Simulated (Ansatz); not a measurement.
**Dissociation curves of CCl2 (SMILES Cl[C]Cl)**

CCl2: 3 atoms, total charge 0, spin state singlet. As SMILES, `Cl[C]Cl`. The shape is that of a PBE0-D4/def2-TZVP optimisation.

```xyz
3

Cl    1.2367   -0.3293    0.6443
C    -0.2316   -0.5851   -0.1898
Cl   -1.0051    0.9145   -0.4545
```

The Cl1–C2 distance is scanned; the parts on either side stay rigid. Basis STO-3G, 11 core orbitals frozen in the correlated methods; program Ansatz 0.2.0. FCI is exact within this basis and core. Energies in eV from each method's value at 1.708 Å; methods without a U are spin-restricted; a dash marks a point that is missing or didn't converge. The shape above is that at 1.708 Å.

```json
{"distance (Å)": "1.708", "BHLYP": "0.00", "wB97X": "0.00", "MP2": "0.00", "CCSDTQ": "0.00", "FCI": "0.00"}
{"distance (Å)": "2.135", "BHLYP": "0.51", "wB97X": "0.52", "MP2": "0.41", "CCSDTQ": "0.18", "FCI": "0.18"}
{"distance (Å)": "2.562", "BHLYP": "2.27", "wB97X": "2.30", "MP2": "1.98", "CCSDTQ": "1.46", "FCI": "1.46"}
{"distance (Å)": "3.416", "BHLYP": "4.64", "wB97X": "4.80", "MP2": "3.45", "CCSDTQ": "2.41", "FCI": "2.41"}
{"distance (Å)": "4.270", "BHLYP": "5.45", "wB97X": "5.76", "MP2": "2.95", "CCSDTQ": "–", "FCI": "2.47"}
```

Departure from the FCI curve at its largest: BHLYP +2.98 eV at 4.27 Å; wB97X +3.29 eV at 4.27 Å; MP2 +1.04 eV at 3.42 Å; CCSDTQ within 0.005 eV. The curve of MP2 turns over, which the reference doesn't. Restricted functionals keep the electrons paired too, and rise too high.
